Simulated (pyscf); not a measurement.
Structures and frequencies: ωB97X-D3(BJ)/def2-SVP in PySCF. MP2 and CC: frozen core, UHF for open shells. ΔMP2 is the change of the MP2 total energy from the triple- to the quadruple-zeta basis.

Problem. Estimate by transition-state theory the rate constant of `[BH2][F]` + `[BH2][OH]` -> `[BH2][O][BH2]` + `[FH]` (singlet surface; B–F, H–O broken, B–O, F–H formed) at 298 K, with CCSD(T)/def2-TZVPP + ΔMP2(QZVPP) energies (ideal gas, 1 atm, RRHO with modes under 100 cm⁻¹ raised to 100, one conformer, R ln 2 for rigid chiral ones; no tunnelling).

Solution. The electronic barrier is 16.9 kcal/mol and the thermal terms add +9.9, so ΔG‡ = 26.8 kcal/mol. With k_BT/h = 6.21e+12 s⁻¹ and RT = 0.592 kcal/mol, and a volume of 4.06e-20 cm³ per molecule at 1 atm, k = 5.8e-27 cm³ molecule⁻¹ s⁻¹. Wigner's tunnelling factor for 964i cm⁻¹ would be 1.90, likely too low at so high a frequency. A shift of 1 kcal/mol in the barrier changes k by a factor 5.4. On the reactant side the descent ends in a complex, 5.8 kcal/mol under the separated species and 21.9 kcal/mol under the saddle at ωB97X-D3(BJ)/def2-TZVP. One saddle was located; it need not be the lowest between these sides. The CCSD(T) − MP2 part came from Ansatz, without density fitting, on the same reference.
